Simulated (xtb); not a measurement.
# B2H3Cl (SMILES BBCl): GFN2-xTB

Wanted: a structure relaxation of B2H3Cl. 

Program for the calculation: xtb 6.7.1.

3 further runs of the same task are left out: 3 set aside as unsound or not needed.

### Step 1. The molecule

The species is B2H3Cl (6 atoms), meant as a singlet with charge 0. SMILES: `BBCl`. Geometry: a rough force-field guess. The run starts from this shape.

Bond lengths: B1–B2 1.620 Å, B2–Cl3 1.849 Å, B1–H4 1.203 Å, B1–H5 1.236 Å, B2–H6 1.181 Å. Angles: B1–B2–Cl3 120.7°, B1–B2–H6 118.3°, Cl3–B2–H6 121.0°, B2–B1–H4 121.3°, B2–B1–H5 119.6°, H4–B1–H5 118.8°.

### Step 2. A structure relaxation at GFN2-xTB

File input.sdf:

```

     RDKit          3D

  6  5  0  0  0  0  0  0  0  0999 V2000
   -0.2601   -0.0028   -0.8262 B   0  0  0  0  0  0  0  0  0  0  0  0
    0.4093   -0.0803    0.6472 B   0  0  0  0  0  0  0  0  0  0  0  0
   -0.6252    0.1162    2.1668 Cl  0  0  0  0  0  0  0  0  0  0  0  0
    0.4116   -0.0705   -1.8225 H   0  0  0  0  0  0  0  0  0  0  0  0
   -1.4663    0.2434   -0.9358 H   0  0  0  0  0  0  0  0  0  0  0  0
    1.5727   -0.2701    0.7244 H   0  0  0  0  0  0  0  0  0  0  0  0
  2  1  1  0
  3  2  1  0
  4  1  1  0
  5  1  1  0
  6  2  1  0
M  END
$$$$
```

On the command line:

```bash
xtb input.sdf --opt --json -u 0 --gfn 2 > out.txt 2> xtb.err
```

**Question.** What will come out? Wanted: total energy at the end; dipole moment; HOMO energy; LUMO energy; HOMO–LUMO gap; dispersion energy; mean polarisability.

**Answer.** As computed:

At GFN2-xTB:

| quantity | value |
| --- | --- |
| total energy at the end | -8.54146 Eh |
| dipole moment | 1.35 D |
| HOMO energy | -10.54 eV |
| LUMO energy | -7.54 eV |
| HOMO–LUMO gap | 3.00 eV |
| dispersion energy | -5.85 kJ/mol |
| mean polarisability (D4 model) | 40.0 bohr³ |

What this shows: At the final geometry: Bond lengths: B1–B2 1.641 Å, B2–Cl3 1.710 Å, B1–H4 1.171 Å, B1–H5 1.172 Å, B2–H6 1.183 Å. Angles: B1–B2–Cl3 123.3°, B1–B2–H6 122.5°, Cl3–B2–H6 114.2°, B2–B1–H4 122.5°, B2–B1–H5 122.4°, H4–B1–H5 115.1°. The optimisation took 26 steps and changed the energy by -0.604 eV.
